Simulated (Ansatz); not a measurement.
Basis-set extrapolation for C4H7FS, SMILES `CC(C)(F)C=S` (PBE0-D4/def2-TZVP geometry, frozen core, Ansatz). Multiplicity 1, RHF reference.

|  | def2-TZVPP | def2-QZVPP |
| --- | --- | --- |
| HF | -652.607605 | -652.630118 |
| MP2 correlation | -1.097091 | -1.179103 |
| CCSD(T) correlation | -1.194611 | not run |

Energies in hartree. Use E(X) = E(∞) + A·exp(−7.88·√X) for Hartree–Fock and E(X) = E(∞) + B·X^(−2.97) for correlation, with X = 3 and 4, and add CCSD(T) minus MP2 of the smaller set to the MP2 limit.

Q: What is the CCSD(T) energy at the basis-set limit?

A: HF limit: -652.630118 + (-0.022513) × 0.13774 = -652.63322. MP2 limit: -1.179103 + (-0.082012) × 0.74074 = -1.23985. Higher-order term: -1.194611 − (-1.097091) = -0.09752. Total: -653.97059 hartree, 4.58 eV below CCSD(T)/def2-TZVPP.
